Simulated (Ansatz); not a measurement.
Two isomers of C2H4O2S: A = `O=CC(O)S`, B = `SC1OCO1`.

Calculated with Ansatz (gas phase, PBE0-D4/def2-TZVP geometries, no zero-point term in ΔE). CCSD(T)/CBS is the MP2 limit (def2-TZVPP, def2-QZVPP) plus CCSD(T) − MP2 in def2-TZVPP, frozen cores. Functionals use def2-TZVPP. B3LYP here is the variant with VWN-RPA as its local correlation; programs differ in this. One conformer a species, not always the lowest.

(1) Which is lower in electronic energy at CCSD(T)/CBS, and by how much? (Best estimate.)

(2) Give E(B) − E(A) in kcal/mol with CCSD/def2-TZVPP, B2PLYP, PBE0-D4, CCSD(T)/def2-TZVPP, r2SCAN-D4, B3LYP, PBE-D4. (An estimate is asked.)

(3) Does the order hold for the free energy at 298.15 K (harmonic terms from PBE0-D4)? (An estimate is asked.)

Largest T1 diagnostic: 0.015.

Results:

(1) Ansatz gave: A, by 24.9 kcal/mol.

(2) Ansatz gave: CCSD/def2-TZVPP 23.6, B2PLYP 26.0, PBE0-D4 22.9, CCSD(T)/def2-TZVPP 24.3, r2SCAN-D4 25.2, B3LYP 26.0, PBE-D4 25.1. None reverses the order clearly.

(3) Ansatz gave: Yes: G(B) − G(A) = +25.7 kcal/mol, for one conformer each.

From BLYP to BHLYP (50 % exact exchange), in def2-TZVPP and without D4, E(B) − E(A) moves by −4.0 kcal/mol. In def2-TZVPP, CCSD(T) changes the Hartree–Fock value by +1.1 kcal/mol (the triples alone add +0.7 kcal/mol) and MP2 by +2.1 kcal/mol.
